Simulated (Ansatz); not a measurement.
The input, for Ansatz 0.2.0:

```yaml
crystal:
  periodic: [false, false, false]
  atoms:
    - {symbol: N, position_ang: [0.000000, 0.000000, 0.000000]}
    - {symbol: H, position_ang: [0.000000, 0.000000, 1.952000]}
basis:
  gaussian: {orbitals: "6-31++G**"}
magnetization: {spin_polarized: false, initial_magnetization: 2}
correlation: {method: sc_nevpt2, electrons: outside_noble_gas, active_space: {window: {electrons: 2, orbitals: 6}}}
output: {forces: true}
```

```sh
$ ansatz run in.yaml --threads 1 --pin off --events-out ev --progress --plain --max-ram 2393MiB
```

Output:

```
228 factors; integrals over basis functions are off by at most 8.7e-4 eV
mean field evaluation 1: about -1490.3111 eV, gradient 7.3e0 eV
mean field evaluation 2: about -1490.3111 eV, gradient 7.3e0 eV
mean field evaluation 4: about -1490.9739 eV, gradient 1.7e0 eV
mean field evaluation 8: about -1490.9941 eV, gradient 8.0e-5 eV
mean field evaluation 16: about -1489.2682 eV, gradient 8.1e-2 eV
mean field evaluation 32: about -1489.6935 eV, gradient 2.5e0 eV
mean field evaluation 64: about -1489.6640 eV, gradient 1.8e0 eV
mean field -1490.99408429 eV, -54.7930219654 hartree, gradient 2.5e-6 eV, S^2 2.000000; 9 other end points of the search recorded, 0 dependent functions left out
reference -1490.99408429 eV, -54.7930219654 hartree; 5, 3 occupied and 20, 22 virtual orbitals, 228 factors
state -1491.18513027 eV, -54.8000427758 hartree
state -1491.18513027 eV, -54.8000427758 hartree; corrected -1494.84340430 eV, -54.9344818668 hartree
state -1489.77587976 eV, -54.7482537747 hartree
state -1489.77587976 eV, -54.7482537747 hartree; corrected -1492.32807763 eV, -54.8420453166 hartree
state -1491.18513027 eV, -54.8000427758 hartree; corrected -1494.84340430 eV, -54.9344818668 hartree
the calculation of the forces begins
Total energy: -1494.84340430 eV, -54.9344818668 hartree
Atom 0 at     0.000000     0.000000     0.000000 Å, force     0.000000     0.000000     3.503644 eV/Å
Atom 1 at     0.000000     0.000000     1.952000 Å, force    -0.000000    -0.000000    -3.503644 eV/Å
Dipole moment:     0.000000    -0.000000     0.201226 e Å
```

Forces (eV/Å):
```
N    0.000  0.000  3.504
H    0.000  0.000 -3.504
```

Ran on 1 thread of Arm Neoverse N1, shared host: 1.3 s wall, 0.13 GiB peak host memory.
